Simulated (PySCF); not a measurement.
Compound: C4H6O.
Numbering: `[CH:1]1=[CH:2][CH2:3][O:4][CH2:5]1` (hydrogens: H6 on C1; H7 on C2; H8, H9 on C3; H10, H11 on C5)

Computed, not measured: core-valence-separated Tamm–Dancoff BHandHLYP/aug-pcX-1 (pcseg-1 on H) in PySCF, non-relativistic, gas phase, PBE0-D3(BJ)/def2-SVP geometry. No empirical shift is added; at this level the pattern usually sits a few eV under experiment.

What does the O 1s absorption edge look like?

```json
{"E (eV)": "533.66", "f": "0.0041", "core hole on": "O4", "main final orbital": "LUMO+6 (53 %)"}
{"E (eV)": "533.89", "f": "0.0001", "core hole on": "O4", "main final orbital": "LUMO+3 (97 %)"}
{"E (eV)": "534.02", "f": "0.0103", "core hole on": "O4", "main final orbital": "LUMO+2 (40 %)"}
{"E (eV)": "534.19", "f": "0.0259", "core hole on": "O4", "main final orbital": "LUMO+1 (62 %)"}
{"E (eV)": "534.66", "f": "0.0031", "core hole on": "O4", "main final orbital": "LUMO (50 %)"}
{"E (eV)": "534.74", "f": "0.0000", "core hole on": "O4", "main final orbital": "LUMO+4 (96 %)"}
{"E (eV)": "534.92", "f": "0.0244", "core hole on": "O4", "main final orbital": "spread"}
```

The first line with a tenth or more of the strongest one's intensity is at 533.66 eV (f = 0.004), with the hole on O4 (cyclic ether oxygen). The strongest listed is at 534.19 eV (f = 0.026; O4).

List the carbon K-edge absorption lines.

```csv
E (eV),f,core hole on,main final orbital
282.81,0.1228,C1/C2,"LUMO+3 (2 roots, f summed)"
285.87,0.0335,C1/C2,"LUMO (2 roots, f summed)"
286.97,0.0525,C3/C5,"spread (2 roots, f summed)"
287.04,0.0002,C1/C2,"LUMO+1 (2 roots, f summed)"
287.10,0.0031,C3/C5,"LUMO+3 (2 roots, f summed)"
287.19,0.0044,C1/C2,"LUMO+2 (2 roots, f summed)"
287.32,0.0041,C1/C2,"LUMO+4 (2 roots, f summed)"
287.50,0.0547,C3/C5,"LUMO+6 (2 roots, f summed)"
```

The first line with a tenth or more of the strongest one's intensity is at 282.81 eV (f = 0.123, sum of 2), with the hole on C1/C2 (alkene CH carbon). It is also the strongest listed.

Roots within 0.03 eV whose holes lie on the same, on equivalent or on shared atoms are summed into one line, and the highest roots are left out, as the search may have cut off their partners. Final orbitals are the ground state's empty Kohn–Sham orbitals.

What is the summed oscillator strength of the listed O K lines, and their intensity-weighted mean energy?

Σf = 0.068 over 7 lines from 533.66 to 534.92 eV; the weighted mean is 534.42 eV. The strongest line holds 38 % of the sum.

The ionisation thresholds weren't computed; near and above them a finite basis only mimics Rydberg series and continuum.
